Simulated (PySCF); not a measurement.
Compound: 1,3-dioxolane, C3H6O2.
InChI=1S/C3H6O2/c1-2-5-3-4-1/h1-3H2

The closed-shell ground state was solved at several levels (PySCF, density fitting, gas phase, non-relativistic). One conformer (not necessarily the lowest) at the PBE0-D3(BJ)/def2-SVP geometry, without solvent, vibrations or thermal averaging.

```json
{"level": "KT2/pcSseg-2", "basis functions": "264", "total energy (Eh)": "-272.6684", "HOMO (eV)": "-5.98", "LUMO (eV)": "0.04", "gap (eV)": "6.02", "dipole (D)": "1.12"}
{"level": "B3LYP/pcJ-1", "basis functions": "195", "total energy (Eh)": "-268.3550", "HOMO (eV)": "-7.06", "LUMO (eV)": "1.18", "gap (eV)": "8.24", "dipole (D)": "1.25"}
{"level": "PBE0/def2-SVPD", "basis functions": "154", "total energy (Eh)": "-267.8694", "HOMO (eV)": "-7.43", "LUMO (eV)": "0.72", "gap (eV)": "8.15", "dipole (D)": "1.18"}
```

**Question.** Estimate the row for PBE0/pcSseg-1, a basis of 115 functions; the other rows only guide the guess.

**Answer.** Total energy -268.0175 Eh, HOMO -7.30 eV, LUMO 1.50 eV, gap 8.80 eV, dipole 1.25 D.

**Question.** Over all these levels, which gives the widest orbital gap and which the narrowest?

**Answer.** PBE0/pcSseg-1 (global hybrid, 25 % exact exchange) has the widest, 8.80 eV, and KT2/pcSseg-2 (GGA) the narrowest, 6.02 eV. Functional and basis both differ between the two, so the spread mixes both effects.

**Question.** How far do the dipole and the HOMO energy spread over the levels?

**Answer.** The dipole runs from 1.12 to 1.25 D (mean 1.20 D) and the HOMO from -7.43 to -5.98 eV.
